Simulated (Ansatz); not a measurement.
Elastic constant C12 (GPa) of solids drawn from the class of elemental solids other than molecular ones, at two levels: PBE (Ansatz, a quantum-chemistry and plane-wave program, plane waves, PAW), and LDA (plane waves, PAW; Ansatz).

| solid | PBE | LDA | shift (%) |
|---|---|---|---|
| bcc K | 3.42 | 4.24 | +24 |
| hcp Hf | 69.5 | 80.7 | +16.1 |
| hcp Ru | 181 | 217 | +19.9 |
| hcp Sc | 37.7 | 40.6 | +7.7 |
| hcp Lu | 28.9 | 29.5 | +2.1 |
| white tin (β-Sn) | 55.7 | 64.8 | +16.3 |
| hcp Be | 21.2 | 25.8 | +22 |
| fcc Al | 64.6 | 69.3 | +7.3 |
| diamond-structure Si | 56.7 | 64.3 | +13.4 |

The shifts run from +2.1 % to +24 %, with a median of +16.1 %.

Over all 9 rows LDA is the larger in 9.

Ansatz's runs of these crystals have no spin polarisation.

Spin–orbit coupling is left out, also for the solids with elements from indium on (hcp Hf, hcp Lu, white tin (β-Sn)); its size isn't shown.

Each level is taken at its own relaxed cell. Ansatz's density-functional and Hartree–Fock values are scalar-relativistic unless marked +SOC, with PAW data made under PBE.
